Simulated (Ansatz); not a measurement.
Basis-set extrapolation for H$_{3}$Si− (`[SiH3-]`) (PBE0-D4/def2-TZVPD geometry, frozen core, the Gaussian-basis code of Ansatz). Multiplicity 1, RHF reference.

```json
{"": "HF", "def2-TZVPPD": "-290.641035", "def2-QZVPPD": "-290.651074"}
{"": "MP2 correlation", "def2-TZVPPD": "-0.153032", "def2-QZVPPD": "-0.162784"}
{"": "CCSD(T) correlation", "def2-TZVPPD": "-0.188331", "def2-QZVPPD": "-0.196013"}
```

Energies in hartree. Use E(X) = E(∞) + A·exp(−7.88·√X) for Hartree–Fock and E(X) = E(∞) + B·X^(−2.97) for correlation, with X = 3 and 4.

Task: What is the CCSD(T) energy at the basis-set limit?

Result: HF limit: -290.651074 + (-0.010039) × 0.13774 = -290.65246. Correlation limit: -0.196013 + (-0.007682) × 0.74074 = -0.20170. Total: -290.85416 hartree, 15.6 kcal/mol below CCSD(T)/def2-TZVPPD.
